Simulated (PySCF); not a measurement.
A geometry optimisation on `C1=CC1` (cyclopropene).

Method: PBE0-D3(BJ)/def2-SVP geometry optimisation, gas phase (PySCF 2.14.0). Start geometry: MMFF94s. The input is one job of a driver script: a line of settings, then coordinates in Å.

Command:
```bash
OMP_NUM_THREADS=1 python probes_run.py task.json out
```

Input:
```
{"job": {"xc": "PBE0", "basis": "def2-SVP", "d3": "d3bj", "grid": 1, "shake": 0.03, "kind": "geom"}, "charge": 0, "multiplicity": 1}
C     -0.456000     0.592890     0.110430
C     -0.597370    -0.632250    -0.082980
C      0.662640    -0.040480    -0.040050
H     -0.915420     1.604480     0.220130
H     -1.175150    -1.516600    -0.219840
H      1.278430    -0.169480     0.884590
H      1.294730     0.059440    -0.940830
```

Output:
```
step   0  E = -116.35240194  max force = 0.225105
step   1  E = -116.39211721  max force = 0.031297
step   2  E = -116.39408501  max force = 0.023187
step   3  E = -116.39530950  max force = 0.011047
step   4  E = -116.39547166  max force = 0.003886
step   5  E = -116.39550461  max force = 0.000990
step   6  E = -116.39551277  max force = 0.001101
step   7  E = -116.39551812  max force = 0.000733
step   8  E = -116.39552084  max force = 0.000313
optimisation converged
```

Energies in Eh; «max force» is the largest Cartesian gradient component in Eh/bohr.

Problem. Give the first gradient maximum in eV/Å.

Solution. With 1 Eh/bohr = 51.422 eV/Å, 11.575 eV/Å.

Problem. How much energy does the optimisation release, in kcal/mol?

Solution. E(step 0) − E(last step) = 0.043119 Eh, which is 27.1 kcal/mol.

Summary of the converged run: final energy -116.39552 Eh after 8 steps; dipole 0.53 D.

Problem. Give the final coordinates.

Solution. 0.093 Å rms from the input after alignment:
```
atom  x, y, z in Å
C1    -0.5273    0.6691    0.1296
C2    -0.6389   -0.6049   -0.0845
C3     0.7636   -0.0732   -0.0492
H4    -0.9870    1.6372    0.3110
H5    -1.2583   -1.4887   -0.2129
H6     1.4056   -0.2754    0.8234
H7     1.3342    0.0340   -0.9859
```

Problem. Estimate the wall time. Hardware: one thread of an Arm Neoverse V1, no GPU, shared host. And the peak memory of the process?

Solution. About 7.6 s, with 0.28 GiB resident at the peak, the Python interpreter and its libraries included.
Labels such as C1 count atoms from 1, the log's own numbers from 0.
